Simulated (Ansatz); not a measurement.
Input file:

```yaml
crystal:
  periodic: [false, false, false]
  atoms:
    - {symbol: P, position_ang: [0.000000, -0.041813, 0.000000]}
    - {symbol: H, position_ang: [0.000000, 0.642452, -1.239718]}
    - {symbol: H, position_ang: [0.000000, 0.642452, 1.239718]}
basis:
  gaussian: {orbitals: cc-pVDZ}
total_charge: 1
magnetization: {spin_polarized: true, initial_magnetization: 0}
hamiltonian: {xc: hf}
output: {orbitals: {seedname: orbitals}}
```

```sh
$ ansatz run in.yaml --threads 1 --pin off --events-out ev --progress --plain --max-ram 2393MiB
```

Log:

```
282 factors; integrals over basis functions are off by at most 1.2e-3 eV
mean field evaluation 1: about -9292.6522 eV, gradient 5.2e0 eV
mean field evaluation 2: about -9292.6523 eV, gradient 5.2e0 eV
mean field evaluation 4: about -9292.9026 eV, gradient 2.3e-1 eV
mean field evaluation 8: about -9292.9032 eV, gradient 1.0e-4 eV
mean field evaluation 16: about -9293.3684 eV, gradient 1.5e-3 eV
mean field evaluation 32: about -9293.1218 eV, gradient 9.0e-1 eV
mean field -9293.36843445 eV, -341.5249906947 hartree, gradient 2.1e-5 eV, S^2 0.730626; 5 other end points of the search recorded, 0 dependent functions left out
reference -9293.36843445 eV, -341.5249906947 hartree; 8, 8 occupied and 20, 20 virtual orbitals, 282 factors
Total energy: -9293.36843445 eV, -341.5249906947 hartree
```

Ran on 1 thread of Intel Xeon, shared host: 1.2 s wall, 0.07 GiB peak host memory.
